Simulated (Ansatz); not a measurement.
```yaml
crystal:
  periodic: [false, false, false]
  atoms:
    - {symbol: Al, position_ang: [0.214624, 0.518588, -0.118802]}
    - {symbol: H, position_ang: [1.959271, 0.208927, -0.191955]}
    - {symbol: H, position_ang: [-0.530012, 2.098242, -0.372228]}
    - {symbol: O, position_ang: [-0.983779, -0.908702, 0.254732]}
    - {symbol: H, position_ang: [-0.660104, -1.917056, 0.428253]}
basis:
  gaussian: {orbitals: def2-TZVP, point_charges: [{charge: 0.50, position_ang: [5.859, -0.532, -0.968]}]}
hamiltonian: {xc: {name: wB97M-V}}
scf: {omitted_lower_state_checks: [starts]}
output: {forces: true}
```

```sh
$ ansatz run in.yaml --threads 4 --pin off --events-out ev --progress --plain --max-ram 3916MiB
```

Shortened log:

```
Functional definition: wB97M-V
542 factors; their error is unknown
153 factors; integrals over basis functions are off by at most 4.1e-5 eV
mean field evaluation 1: about -8687.8892 eV, gradient 5.1e1 eV
mean field evaluation 2: about -8681.9399 eV, gradient 7.7e1 eV
mean field evaluation 4: about -8692.5631 eV, gradient 6.4e-1 eV
mean field evaluation 8: about -8692.5748 eV, gradient 1.3e-1 eV
mean field -8692.57478238 eV, -319.4462312138 hartree, gradient 7.5e-5 eV, S^2 0.000000; 0 other end points of the search recorded, 0 dependent functions left out
reference -8692.57482892 eV, -319.4462329240 hartree; 12, 12 occupied and 74, 74 virtual orbitals, 542 factors
Total energy: -8692.57482892 eV, -319.4462329240 hartree
Atom 0 at     0.214624     0.518588    -0.118802 Å, force    -1.188992    -1.242702     0.355206 eV/Å
Atom 1 at     1.959271     0.208927    -0.191955 Å, force    -1.813533     0.310202     0.061552 eV/Å
Atom 2 at    -0.530012     2.098242    -0.372228 Å, force     0.895142    -1.873687     0.296280 eV/Å
Atom 3 at    -0.983779    -0.908702     0.254732 Å, force     3.094177    -1.223261    -0.006258 eV/Å
Atom 4 at    -0.660104    -1.917056     0.428253 Å, force    -0.961765     4.021713    -0.713561 eV/Å
Dipole moment:     0.148416    -0.089797     0.013210 e Å
Checks for a lower state left out: starts
```

It took 1.4 s on 4 threads of Arm Neoverse V2 on a shared host.
